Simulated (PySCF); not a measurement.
Start geometry of nitric acid, `O=[N+]([O-])O` from GFN2-xTB (Å):
```
atom  x, y, z in Å
O1    -0.371    0.911   -0.795
N2    -0.450   -0.044   -0.131
O3    -1.359   -0.774    0.072
O4     0.772   -0.378    0.514
H5     1.442    0.251    0.303
```

Task: What comes out of this run: PySCF 2.14.0, PBE0-D3(BJ)/def2-SVP geometry optimisation, gas phase?

Result: 
```
atom  x, y, z in Å
O1     0.005    0.755   -1.034
N2    -0.098   -0.237   -0.365
O3    -0.381   -1.344   -0.682
O4     0.148   -0.077    0.981
H5     0.358    0.868    1.065
```

The energy falls by 0.160 eV over 9 energy and gradient evaluations, the largest force component goes from 0.0451 to 2.6e-04 Eh/bohr, and the atoms move by 0.048 Å rms after alignment. The bond that changes most is N2–O4 (ends: nitrogen bonded to 3 O; hydroxyl oxygen), which shortens by 0.045 Å. Bonds longer at the end by more than 0.005 Å: 2 of 4; shorter: 1. Among the angles that change most is N2–O4–H5, from 110.6° to 103.6°. Rotational constants go from 13942, 11797, 6390 to 13311, 12474, 6439 MHz. The orientation of the end geometry is arbitrary; only internal coordinates are fixed.

The run used 61 basis functions and 71 SCF cycles in all. Time: 7.5 s wall; peak memory 0.28 GiB. Hardware: one thread of an Arm Neoverse V2, shared host with 96 logical CPUs at a one-minute load of 23.

No PBE0-D3(BJ)/def2-SVP frequencies stand behind this structure, so it isn't proved a minimum. The numbers are those of one conformer.
